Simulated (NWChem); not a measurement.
Everything below was run with NWChem. System: B (-1), charge -1, spin multiplicity 3. Its SCF solution wasn't tested for a lower state. Level: ROCCSD(T)/aug-cc-pVDZ, 1 core orbitals frozen.

Output (cleaned and shortened):

```
             Northwest Computational Chemistry Package (NWChem) 7.3.0
             --------------------------------------------------------

                                NWChem Input Module
                                -------------------

 Scaling coordinates for geometry "geometry" by  1.889725989
 (inverse scale =  0.529177249)

                             Geometry "geometry" -> ""
                             -------------------------

 Output coordinates in angstroms (scale by  1.889725989 to convert to a.u.)

  No.       Tag          Charge          X              Y              Z
 ---- ---------------- ---------- -------------- -------------- --------------
    1 B                    5.0000     0.00000000     0.00000000     0.00000000

 Effective nuclear repulsion energy (a.u.)       0.0000000000

            Nuclear Dipole moment (a.u.)
            ----------------------------
        X                 Y               Z
 ---------------- ---------------- ----------------
     0.0000000000     0.0000000000     0.0000000000

      Symmetry information
      --------------------

 Group name             D2h
 Group number             26
 Group order               8
 No. of unique centers     1

      Symmetry unique atoms

     1


 Summary of "ao basis" -> "" (spherical)
 ------------------------------------------------------------------------------
       Tag                 Description            Shells   Functions and Types
 ---------------- ------------------------------  ------  ---------------------
 *                        aug-cc-pvdz                 on all atoms

 Summary of "ao basis" -> "ao basis" (spherical)
 ------------------------------------------------------------------------------
       Tag                 Description            Shells   Functions and Types
 ---------------- ------------------------------  ------  ---------------------
 B                        aug-cc-pvdz                9       23   4s3p2d

                                 NWChem SCF Module
                                 -----------------

  ao basis        = "ao basis"
  functions       =    23
  atoms           =     1
  closed shells   =     2
  open shells     =     2
  charge          =  -1.00
  wavefunction    = ROHF
  use symmetry    = T
  symmetry adapt  = T

 Summary of "ao basis" -> "ao basis" (spherical)
 ------------------------------------------------------------------------------
       Tag                 Description            Shells   Functions and Types
[...]
                   ---------------------------------------------


            General Information
            -------------------
      Number of processors :     1
         Wavefunction type : Restricted open-shell Hartree-Fock
          No. of electrons :     6
           Alpha electrons :     4
            Beta electrons :     2
           No. of orbitals :    46
            Alpha orbitals :    23
             Beta orbitals :    23
        Alpha frozen cores :     1
         Beta frozen cores :     1
     Alpha frozen virtuals :     0
      Beta frozen virtuals :     0
         Spin multiplicity : triplet
    Number of AO functions :    23
       Number of AO shells :     9
        Use of symmetry is : on
      Symmetry adaption is : on
         Schwarz screening : 0.10D-09

          Correlation Information
          -----------------------
          Calculation type : Coupled-cluster singles & doubles w/ perturbation
   Perturbative correction : (T)
            Max iterations :      100
        Residual threshold : 0.10D-05
     T(0) DIIS level shift : 0.00D+00
     L(0) DIIS level shift : 0.00D+00
     T(1) DIIS level shift : 0.00D+00
     L(1) DIIS level shift : 0.00D+00
     T(R) DIIS level shift : 0.00D+00
     T(I) DIIS level shift : 0.00D+00
   CC-T/L Amplitude update :  5-th order DIIS
                I/O scheme : Global Array Library
        L-threshold :  0.10D-05
        EOM-threshold :  0.10D-05
 no EOMCCSD initial starts read in
 TCE RESTART OPTIONS
 SLICE:      F
 D4D5:       F
 quantumc:   F
 qrotation:  F
 pwtce:      F
 qducc:      F
 nacto:                         0
 nrotv:                         0
 nrot:                          0

            Memory Information
            ------------------
          Available GA space size is     249035742 doubles
          Available MA space size is     104856092 doubles

 Maximum block size supplied by input
 Maximum block size        24 doubles

 tile_dim =      6

 -------------------------------------------------

 Global array virtual files algorithm will be used

 Parallel file system coherency ......... OK

 4-electron integrals stored in orbital form

 v2    file size   =             7452
 4-index algorithm nr.  13 is used
 imaxsize =       30
 imaxsize ichop =        0


CCSD iterations
 ---------------------------------------------------------
 Iter          Residuum       Correlation     Cpu    Wall
 ---------------------------------------------------------
    1   0.0676907294343  -0.0639072528308     0.1     0.1
    2   0.0280750145101  -0.0725732399088     0.1     0.1
    3   0.0140144690929  -0.0759199052264     0.1     0.1
    4   0.0078373186051  -0.0766058571479     0.1     0.1
    5   0.0043812479789  -0.0772437076175     0.1     0.1
    6   0.0005945445354  -0.0776916769083     0.1     0.1
    7   0.0004435652975  -0.0777366023254     0.1     0.1
    8   0.0004383979354  -0.0776987662293     0.1     0.1
    9   0.0005918025955  -0.0777477111042     0.1     0.1
   10   0.0007588801618  -0.0776845435631     0.1     0.1
   11   0.0000135704478  -0.0777207947406     0.1     0.1
   12   0.0000076136236  -0.0777218663953     0.1     0.1
   13   0.0000037015067  -0.0777221787274     0.1     0.1
   14   0.0000034941670  -0.0777222565608     0.1     0.1
   15   0.0000033260140  -0.0777225651313     0.1     0.1
   16   0.0000004516412  -0.0777225658807     0.1     0.1
 -----------------------------------------------------------------
 Iterations converged
 CCSD correlation energy / hartree =        -0.077722565880681
 CCSD total energy / hartree       =       -24.594717837687231

 Singles contributions

 Doubles contributions
     9b1u (alpha)     9b1u (beta ) ---     2ag  (alpha)     2ag  (beta )       -0.1163240897
 CCSD(T)
 Using plain CCSD(T) code
             total no. of tasks          446
 total no. of tasks / no. procs          446
                         wl_min            2           1.1
                         wl_max          216           2.4
        thresh for no. of tasks          446

 CCSD[T]  correction energy / hartree =        -0.003065216657540
 CCSD[T] correlation energy / hartree =        -0.080787782538221
 CCSD[T] total energy / hartree       =       -24.597783054344770
 CCSD(T)  correction energy / hartree =        -0.003010783986871
 CCSD(T) correlation energy / hartree =        -0.080733349867552
 CCSD(T) total energy / hartree       =       -24.597728621674101

 Task  times  cpu:        1.8s     wall:        1.8s

 Total times  cpu:        1.9s     wall:        1.9s
```

Problem. Write an NWChem input that would produce this output.

Solution. Several could match; the one computed here: 
```
start mol
memory heap 100 mb stack 700 mb global 1900 mb
charge -1
geometry units angstroms nocenter noautoz
  B      0.000000     0.000000     0.000000
  symmetry group D2h
end
basis spherical
  * library aug-cc-pvdz
end
scf
  rohf
  nopen 2
  maxiter 100
  thresh 1e-7
  semidirect memsize 60000000 filesize 0
  # guess.movecs holds the orbitals of an unrestricted PBE0 run
  vectors input guess.movecs output mol.movecs
end
tce
  freeze core 1
  ccsd(t)
  2eorb
  2emet 13
  thresh 1e-6
  maxiter 100
  tilesize 24
end
task tce energy
```
